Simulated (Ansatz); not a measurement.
Born–Oppenheimer molecular dynamics of FH$_{3}$Si (5 atoms, charge 0, multiplicity 1). It starts from a rough guess of a transition structure, not a stationary point.

The calculation used UKS PBE-D4/6-31G* in Ansatz 0.2.0.

```json
{
 "ensemble": "NVE (velocity Verlet)",
 "time step": "0.5 fs",
 "steps asked": "150",
 "starting velocities drawn for": "300 K",
 "seed": "375097"
}
```

First frame:

```xyz
5
Properties=species:S:1:pos:R:3
Si -0.563 -0.165 0.229
F 1.241 0.012 -0.626
H 0.699 -1.060 -0.808
H -0.168 0.217 1.581
H -1.209 0.996 -0.375
```

Task: How far do the bonds stretch over the last three quarters of this one trajectory? (Pairs bonded in most of those frames.)

Result: 
| bond | mean (Å) | spread (Å) | shortest | longest |
| --- | --- | --- | --- | --- |
| Si1–F2 | 1.684 | 0.143 | 1.47 | 1.89 |
| Si1–H3 | 1.595 | 0.135 | 1.37 | 1.79 |
| Si1–H4 | 1.552 | 0.108 | 1.36 | 1.73 |
| Si1–H5 | 1.588 | 0.148 | 1.35 | 1.86 |

Mean temperature of the second half: 4442 K. The conserved energy stayed within 1.6 meV per atom of its start (net change -0.13 meV per atom), so the integration is sound. The system heated up, since it started high on the potential surface and ran downhill. A run of 0.075 ps of so small a system gives no equilibrium averages. The orbitals stay closed-shell, which can raise the energy where a bond breaks towards radicals; this wasn't checked here.

Run time: 5.8 min on 1 thread of Intel(R) Xeon(R) Processor @ 2.50GHz (Skylake/Cascade Lake) (shared host), peak memory 0.1 GiB.
